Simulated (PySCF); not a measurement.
CH3O, SMILES [O]C, multiplicity 2.

The structure is a stationary point at PBE0-D3(BJ)/def2-TZVP. A frequency run showed that this geometry is not a minimum. The isomer is the one that the SMILES or the coordinates give; other isomers of the formula were not compared.

All values below come from PBE0-D3(BJ)/def2-TZVP run with PySCF.

Frequencies are harmonic and unscaled.

```json
[
 {"mode": "1", "ν (cm⁻¹)": "668i", "IR (km/mol)": "118.2", "moving atoms (share of kinetic energy)": "H 73 %, C 23 %"},
 {"mode": "2", "ν (cm⁻¹)": "1071", "IR (km/mol)": "5.0", "moving atoms (share of kinetic energy)": "C 40 %, O 33 %, H 27 %"},
 {"mode": "3", "ν (cm⁻¹)": "1192", "IR (km/mol)": "2.9", "moving atoms (share of kinetic energy)": "H 55 %, C 28 %, O 17 %"},
 {"mode": "4", "ν (cm⁻¹)": "1334", "IR (km/mol)": "29.8", "moving atoms (share of kinetic energy)": "H 93 %"},
 {"mode": "5", "ν (cm⁻¹)": "1411", "IR (km/mol)": "21.4", "moving atoms (share of kinetic energy)": "H 98 %"},
 {"mode": "6", "ν (cm⁻¹)": "1486", "IR (km/mol)": "3.2", "moving atoms (share of kinetic energy)": "H 89 %, C 11 %"},
 {"mode": "7", "ν (cm⁻¹)": "2934", "IR (km/mol)": "2.4", "moving atoms (share of kinetic energy)": "H 98 %"},
 {"mode": "8", "ν (cm⁻¹)": "2978", "IR (km/mol)": "3.2", "moving atoms (share of kinetic energy)": "H 92 %"},
 {"mode": "9", "ν (cm⁻¹)": "3041", "IR (km/mol)": "64.9", "moving atoms (share of kinetic energy)": "H 91 %, C 9 %"}
]
```
